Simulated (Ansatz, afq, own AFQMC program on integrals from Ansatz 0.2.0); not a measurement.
Where AFQMC and coupled cluster stand for P, quartet

A free P atom.

Basis cc-pVQZ. Only valence electrons are correlated. Integrals, coupled cluster, full CI and functionals: Ansatz 0.2.0; the random walks run on the same integrals in our own AFQMC program. The CISD trial takes its coefficients from CCSD amplitudes. Released means that phaseless walkers are propagated on without the constraint, phases kept. Free projection: walkers drawn from exp(T), propagated without any constraint. Its projection time is finite, and what remains of the start isn't in its error. ± is one standard error of the sampling.

Determinant: UHF, the one that the program's search chose, which needn't be the lowest solution.

Full CI on the same integrals is exact in this basis and with this determinant's frozen core.

* T1 diagnostic: 0.0051
* weight of the determinant in the CISD state: 0.937
* ⟨S²⟩ of the determinant: 3.751
* size of the correlated space: 5 electrons in 54 orbitals

Task: Estimate: order these by the size of their error in total energy against full CI, smallest first.
A. MP2
B. CCSD
C. phaseless AFQMC with a CISD trial
D. CCSD(T)

Result: C (0.5 ± 0.1 kJ/mol), D (2.4 kJ/mol), B (14.3 kJ/mol), A (55.8 kJ/mol).

Reference: full CI, correlation energy -2.997 eV.

A walk keeps the symmetry of its determinant, which the program's search chose and which needn't be the lowest solution, so a lower state of the same spin and another symmetry isn't excluded.
